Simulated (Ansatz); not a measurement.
# Molecular dynamics of C$_{2}$H$_{6}$Si

input.yaml

```yaml
crystal:
  periodic: [false, false, false]
  atoms:
    - { symbol: C, position_ang: [-0.358046, 1.349158, -0.618696] }
    - { symbol: Si, position_ang: [0.477662, -0.210202, -0.933545] }
    - { symbol: C, position_ang: [0.549909, -1.093182, 0.763007] }
    - { symbol: H, position_ang: [-1.014503, -0.055694, -1.436074] }
    - { symbol: H, position_ang: [-0.618337, 1.968572, -1.473518] }
    - { symbol: H, position_ang: [-0.652721, 1.804155, 0.330371] }
    - { symbol: H, position_ang: [-0.449952, -1.294395, 1.15652] }
    - { symbol: H, position_ang: [1.079457, -2.04472, 0.701584] }
    - { symbol: H, position_ang: [1.075031, -0.469991, 1.493051] }
magnetization:
  spin_polarized: true
basis:
  gaussian: { orbitals: def2-mTZVP }
hamiltonian:
  xc: b3lyp
md:
  timestep: 0.5
  n_steps: 200
  ensemble: nve
  temperature: 100.0
  initial_velocities: maxwell_boltzmann
  seed: 8034
```

Run as:

```bash
$ ansatz run input.yaml --threads 2 --pin off --max-ram 3072MiB --backend cpu --events-out ev --progress --plain --runs-dir out
```

It starts at the highest image of a converged band. Of that band: A structure lower than the first end lies on the path between it and the top, so the climb from that side starts below the end, which may itself be a saddle point or a shallow side well. A vibrational analysis at the climbing image gives one clearly imaginary mode, 1128i cm⁻¹: a first-order saddle point.

Output, in part (one step line in 4, the closing report, with atoms numbered from 0):

```
md step     0: t =     0.00 fs  T =   100.0 K  F+E_penalty+E_count = -10047.88626107 eV  E_kin = 0.090482 eV  conserved = -10047.79577908 eV  (44 SCF iters)
md step     4: t =     2.00 fs  T =    72.8 K  F+E_penalty+E_count = -10047.86125872 eV  E_kin = 0.065892 eV  conserved = -10047.79536678 eV  (43 SCF iters)
md step     8: t =     4.00 fs  T =    61.8 K  F+E_penalty+E_count = -10047.85143304 eV  E_kin = 0.055958 eV  conserved = -10047.79547494 eV  (43 SCF iters)
md step    12: t =     6.00 fs  T =    61.9 K  F+E_penalty+E_count = -10047.85143466 eV  E_kin = 0.055986 eV  conserved = -10047.79544846 eV  (41 SCF iters)
md step    16: t =     8.00 fs  T =    77.4 K  F+E_penalty+E_count = -10047.86525923 eV  E_kin = 0.070010 eV  conserved = -10047.79524930 eV  (40 SCF iters)
md step    20: t =    10.00 fs  T =   144.7 K  F+E_penalty+E_count = -10047.92647407 eV  E_kin = 0.130913 eV  conserved = -10047.79556107 eV  (40 SCF iters)
md step    24: t =    12.00 fs  T =   211.4 K  F+E_penalty+E_count = -10047.98662876 eV  E_kin = 0.191324 eV  conserved = -10047.79530514 eV  (45 SCF iters)
md step    28: t =    14.00 fs  T =   335.2 K  F+E_penalty+E_count = -10048.09847895 eV  E_kin = 0.303286 eV  conserved = -10047.79519339 eV  (94 SCF iters)
md step    32: t =    16.00 fs  T =   548.0 K  F+E_penalty+E_count = -10048.29135028 eV  E_kin = 0.495855 eV  conserved = -10047.79549515 eV  (46 SCF iters)
md step    36: t =    18.00 fs  T =   800.6 K  F+E_penalty+E_count = -10048.51981533 eV  E_kin = 0.724428 eV  conserved = -10047.79538692 eV  (89 SCF iters)
md step    40: t =    20.00 fs  T =  1099.8 K  F+E_penalty+E_count = -10048.79103276 eV  E_kin = 0.995126 eV  conserved = -10047.79590662 eV  (101 SCF iters)
md step    44: t =    22.00 fs  T =  1332.7 K  F+E_penalty+E_count = -10049.00216469 eV  E_kin = 1.205860 eV  conserved = -10047.79630484 eV  (44 SCF iters)
md step    48: t =    24.00 fs  T =  1430.2 K  F+E_penalty+E_count = -10049.09024972 eV  E_kin = 1.294046 eV  conserved = -10047.79620336 eV  (45 SCF iters)
md step    52: t =    26.00 fs  T =  1420.6 K  F+E_penalty+E_count = -10049.08173386 eV  E_kin = 1.285359 eV  conserved = -10047.79637526 eV  (36 SCF iters)
md step    56: t =    28.00 fs  T =  1306.0 K  F+E_penalty+E_count = -10048.97751239 eV  E_kin = 1.181662 eV  conserved = -10047.79585088 eV  (34 SCF iters)
md step    60: t =    30.00 fs  T =  1202.1 K  F+E_penalty+E_count = -10048.88354069 eV  E_kin = 1.087720 eV  conserved = -10047.79582092 eV  (33 SCF iters)
md step    64: t =    32.00 fs  T =  1118.3 K  F+E_penalty+E_count = -10048.80798143 eV  E_kin = 1.011862 eV  conserved = -10047.79611941 eV  (33 SCF iters)
md step    68: t =    34.00 fs  T =   994.8 K  F+E_penalty+E_count = -10048.69583719 eV  E_kin = 0.900114 eV  conserved = -10047.79572317 eV  (33 SCF iters)
md step    72: t =    36.00 fs  T =   885.0 K  F+E_penalty+E_count = -10048.59645107 eV  E_kin = 0.800728 eV  conserved = -10047.79572296 eV  (35 SCF iters)
md step    76: t =    38.00 fs  T =   804.9 K  F+E_penalty+E_count = -10048.52347436 eV  E_kin = 0.728256 eV  conserved = -10047.79521805 eV  (45 SCF iters)
md step    80: t =    40.00 fs  T =   846.6 K  F+E_penalty+E_count = -10048.56145907 eV  E_kin = 0.766044 eV  conserved = -10047.79541540 eV  (46 SCF iters)
md step    84: t =    42.00 fs  T =   974.2 K  F+E_penalty+E_count = -10048.67743929 eV  E_kin = 0.881455 eV  conserved = -10047.79598384 eV  (46 SCF iters)
md step    88: t =    44.00 fs  T =  1086.2 K  F+E_penalty+E_count = -10048.77859629 eV  E_kin = 0.982844 eV  conserved = -10047.79575214 eV  (44 SCF iters)
md step    92: t =    46.00 fs  T =  1217.6 K  F+E_penalty+E_count = -10048.89792821 eV  E_kin = 1.101700 eV  conserved = -10047.79622854 eV  (45 SCF iters)
md step    96: t =    48.00 fs  T =  1288.6 K  F+E_penalty+E_count = -10048.96227566 eV  E_kin = 1.165914 eV  conserved = -10047.79636157 eV  (43 SCF iters)
md step   100: t =    50.00 fs  T =  1263.6 K  F+E_penalty+E_count = -10048.93952592 eV  E_kin = 1.143364 eV  conserved = -10047.79616180 eV  (37 SCF iters)
md step   104: t =    52.00 fs  T =  1196.9 K  F+E_penalty+E_count = -10048.87882823 eV  E_kin = 1.082959 eV  conserved = -10047.79586932 eV  (44 SCF iters)
md step   108: t =    54.00 fs  T =  1159.5 K  F+E_penalty+E_count = -10048.84481144 eV  E_kin = 1.049141 eV  conserved = -10047.79566996 eV  (33 SCF iters)
md step   112: t =    56.00 fs  T =  1163.2 K  F+E_penalty+E_count = -10048.84879794 eV  E_kin = 1.052484 eV  conserved = -10047.79631368 eV  (43 SCF iters)
md step   116: t =    58.00 fs  T =  1075.0 K  F+E_penalty+E_count = -10048.76881710 eV  E_kin = 0.972646 eV  conserved = -10047.79617076 eV  (34 SCF iters)
md step   120: t =    60.00 fs  T =   927.6 K  F+E_penalty+E_count = -10048.63495853 eV  E_kin = 0.839300 eV  conserved = -10047.79565853 eV  (43 SCF iters)
md step   124: t =    62.00 fs  T =   834.8 K  F+E_penalty+E_count = -10048.55132763 eV  E_kin = 0.755340 eV  conserved = -10047.79598737 eV  (44 SCF iters)
md step   128: t =    64.00 fs  T =   728.0 K  F+E_penalty+E_count = -10048.45474730 eV  E_kin = 0.658667 eV  conserved = -10047.79608052 eV  (37 SCF iters)
md step   132: t =    66.00 fs  T =   585.6 K  F+E_penalty+E_count = -10048.32541420 eV  E_kin = 0.529826 eV  conserved = -10047.79558780 eV  (35 SCF iters)
md step   136: t =    68.00 fs  T =   504.2 K  F+E_penalty+E_count = -10048.25180609 eV  E_kin = 0.456190 eV  conserved = -10047.79561647 eV  (35 SCF iters)
md step   140: t =    70.00 fs  T =   499.9 K  F+E_penalty+E_count = -10048.24770351 eV  E_kin = 0.452334 eV  conserved = -10047.79536947 eV  (33 SCF iters)
md step   144: t =    72.00 fs  T =   617.1 K  F+E_penalty+E_count = -10048.35375536 eV  E_kin = 0.558324 eV  conserved = -10047.79543162 eV  (34 SCF iters)
md step   148: t =    74.00 fs  T =   847.0 K  F+E_penalty+E_count = -10048.56210887 eV  E_kin = 0.766407 eV  conserved = -10047.79570186 eV  (33 SCF iters)
md step   152: t =    76.00 fs  T =  1129.4 K  F+E_penalty+E_count = -10048.81770077 eV  E_kin = 1.021904 eV  conserved = -10047.79579671 eV  (34 SCF iters)
md step   156: t =    78.00 fs  T =  1429.0 K  F+E_penalty+E_count = -10049.08926545 eV  E_kin = 1.292946 eV  conserved = -10047.79631930 eV  (33 SCF iters)
md step   160: t =    80.00 fs  T =  1602.8 K  F+E_penalty+E_count = -10049.24766829 eV  E_kin = 1.450266 eV  conserved = -10047.79740239 eV  (39 SCF iters)
md step   164: t =    82.00 fs  T =  1437.3 K  F+E_penalty+E_count = -10049.09753227 eV  E_kin = 1.300485 eV  conserved = -10047.79704732 eV  (34 SCF iters)
md step   168: t =    84.00 fs  T =  1038.2 K  F+E_penalty+E_count = -10048.73538794 eV  E_kin = 0.939367 eV  conserved = -10047.79602135 eV  (34 SCF iters)
md step   172: t =    86.00 fs  T =   673.0 K  F+E_penalty+E_count = -10048.40427232 eV  E_kin = 0.608930 eV  conserved = -10047.79534208 eV  (33 SCF iters)
md step   176: t =    88.00 fs  T =   524.3 K  F+E_penalty+E_count = -10048.26932829 eV  E_kin = 0.474415 eV  conserved = -10047.79491356 eV  (33 SCF iters)
md step   180: t =    90.00 fs  T =   675.5 K  F+E_penalty+E_count = -10048.40681370 eV  E_kin = 0.611194 eV  conserved = -10047.79561993 eV  (34 SCF iters)
md step   184: t =    92.00 fs  T =   950.5 K  F+E_penalty+E_count = -10048.65689934 eV  E_kin = 0.859992 eV  conserved = -10047.79690763 eV  (34 SCF iters)
md step   188: t =    94.00 fs  T =  1074.0 K  F+E_penalty+E_count = -10048.76841584 eV  E_kin = 0.971779 eV  conserved = -10047.79663646 eV  (30 SCF iters)
md step   192: t =    96.00 fs  T =  1084.4 K  F+E_penalty+E_count = -10048.77742619 eV  E_kin = 0.981177 eV  conserved = -10047.79624885 eV  (30 SCF iters)
md step   196: t =    98.00 fs  T =  1092.7 K  F+E_penalty+E_count = -10048.78475759 eV  E_kin = 0.988735 eV  conserved = -10047.79602291 eV  (32 SCF iters)
md step   200: t =   100.00 fs  T =  1134.1 K  F+E_penalty+E_count = -10048.82264455 eV  E_kin = 1.026136 eV  conserved = -10047.79650808 eV  (30 SCF iters)
Total energy: -10048.82290961 eV, -369.2874305915 hartree
Atom 0 at    -0.319148     1.450176    -0.912950 Å, force    -1.166816     0.672508    -0.401284 eV/Å
Atom 1 at     0.345037    -0.070578    -0.715903 Å, force     0.943253    -2.740484     0.165996 eV/Å
Atom 2 at     0.655854    -1.346508     0.695453 Å, force    -0.206078     0.205625    -0.257210 eV/Å
Atom 3 at     0.826843    -1.045680    -1.772971 Å, force    -0.428594     1.070623    -0.444330 eV/Å
Atom 4 at    -0.874926     1.794372    -1.762900 Å, force     0.630008    -0.262582    -1.335041 eV/Å
Atom 5 at    -0.720770     2.111741    -0.198070 Å, force     0.161643     0.346006     1.738650 eV/Å
Atom 6 at    -0.261003    -1.600038     1.239192 Å, force     0.202533     0.220373     0.126213 eV/Å
Atom 7 at     0.941247    -2.243474     0.131284 Å, force    -0.136897     0.154182     0.063649 eV/Å
Atom 8 at     1.476887    -1.184353     1.382635 Å, force     0.000948     0.333752     0.343356 eV/Å
Dipole moment:    -0.003403    -0.216998     0.175069 e Å
```

The run went to its last step. The conserved energy stayed within 0.19 meV per atom of its start (net change -0.081 meV per atom), so the integration is sound. The kinetic energy rose, since the run started high on the potential surface and went downhill. A run of 0.1 ps of so small a system gives no equilibrium averages. The orbitals were unrestricted but ended closed-shell.

Between its relaxed ends the band would form Si2–H4 and break C1–H4. These pairs go: Si2–H4 1.58 → 1.52 Å, C1–H4 1.75 → 2.88 Å. In the last frame they stand as after the step (other bonds may differ from the relaxed reactants and products). It ends as one piece, C2H6Si. Pairs count as bonded within 1.25 times the sum of covalent radii (0.12 Å more for H–H).

Last frame:

```xyz
9
Properties=species:S:1:pos:R:3
C -0.319 1.450 -0.913
Si 0.345 -0.071 -0.716
C 0.656 -1.347 0.696
H 0.827 -1.046 -1.773
H -0.875 1.794 -1.763
H -0.721 2.112 -0.198
H -0.261 -1.600 1.239
H 0.941 -2.244 0.131
H 1.477 -1.184 1.383
```

Time of the run: 4.5 min on 2 threads of INTEL(R) XEON(R) PLATINUM 8581C CPU @ 2.30GHz (Emerald Rapids), on a shared host, peak memory 0.22 GiB.
